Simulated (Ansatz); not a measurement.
# Si–CH$_{2}$, singlet: vertical spin and charge gaps

Geometry (PBE0/def2-TZVP stationary point for this spin, not checked as a minimum):

| atom | x (Å) | y (Å) | z (Å) |
| --- | --- | --- | --- |
| Si | 0.0000 | 0.0000 | 0.5957 |
| C | 0.0000 | 0.0000 | -1.1063 |
| H | 0.0000 | -0.9093 | -1.7078 |
| H | 0.0000 | 0.9093 | -1.7078 |

Basis cc-pVTZ; Ansatz 0.2.0. Correlated methods freeze the noble-gas cores. R marks a restricted (for open shells ROHF) determinant, U an unrestricted one. Active spaces: valence = (10e, 10o) chosen from the atoms' valence shells.

Gaps are energies of the second state less the first, at fixed atoms, for a selection of the levels run; each method lands on the state that its own search finds for that charge and spin.

Unrestricted rows (U, and Kohn–Sham where it breaks symmetry) aren't spin-pure: their determinants' ⟨S²⟩ exceeds S(S+1) by up to 0.25, so they mix in states of higher spin. A value is left out where its run failed or describes another state than the reference as far as symmetry and spin tell, or, spin-broken singlets apart, can't be checked.

Removing an electron, to the doublet: 8.889 eV at UCCSDT(Q).

| level | gap (eV) | error (meV) | ⟨S²⟩ where 0.1 over S(S+1) (first / second) |
| --- | --- | --- | --- |
| RHF | 7.461 | -1428 | – / – |
| UHF | 7.412 | -1477 | 0.25 / – |
| RMP2 | 8.867 | -22 | – / – |
| UMP2 | 8.560 | -329 | 0.25 / – |
| RCCSD | 8.713 | -176 | – / – |
| UCCSD | 8.696 | -193 | 0.25 / – |
| RCCSD(T) | 8.873 | -16 | – / – |
| UCCSD(T) | 8.856 | -33 | 0.25 / – |
| BCCD(T) | 8.874 | -15 | – / – |
| RCCSDT | 8.870 | -19 | – / – |
| UCCSDT | 8.868 | -21 | 0.25 / – |
| RCCSDT(Q) | 8.889 | 0 | – / – |
| CASSCF (valence space) | 8.039 | -850 | – / – |
| NEVPT2 (valence space) | 8.620 | -269 | – / – |
| MRCISD (valence space) | 8.734 | -155 | – / – |
| MRCISD+Q (valence space) | 8.850 | -39 | – / – |
| PBE | 8.924 | 35 | – / – |
| r2SCAN | 8.821 | -68 | – / – |
| PBE0 | 8.788 | -101 | – / – |
| B3LYP | 8.834 | -55 | – / – |
| wB97M-V | 8.713 | -176 | – / – |
| B2PLYP | 8.793 | -96 | – / – |
| RPA-PBE | 9.053 | 164 | – / – |

Triplet less singlet: 1.992 eV at UCCSDT(Q).

```csv
level,gap (eV),error (meV),⟨S²⟩ where 0.1 over S(S+1) (first / second)
RHF,1.086,-906,– / –
UMP2,1.750,-242,0.25 / –
UCCSD,1.833,-159,0.25 / –
UCCSD(T),1.965,-27,0.25 / –
BCCD(T),1.985,-7,– / –
UCCSDT,1.972,-20,0.25 / –
RCCSDT(Q),1.993,1,– / –
r2SCAN,1.736,-256,– / –
wB97M-V,2.014,22,– / –
B2PLYP,1.950,-42,– / –
```

Full CI isn't at hand for all of this; UCCSDT(Q) serves as the reference, and is uncertain by about the last step of the cluster series. The frozen core follows each run's orbitals, which can shift R against U totals by a few meV.
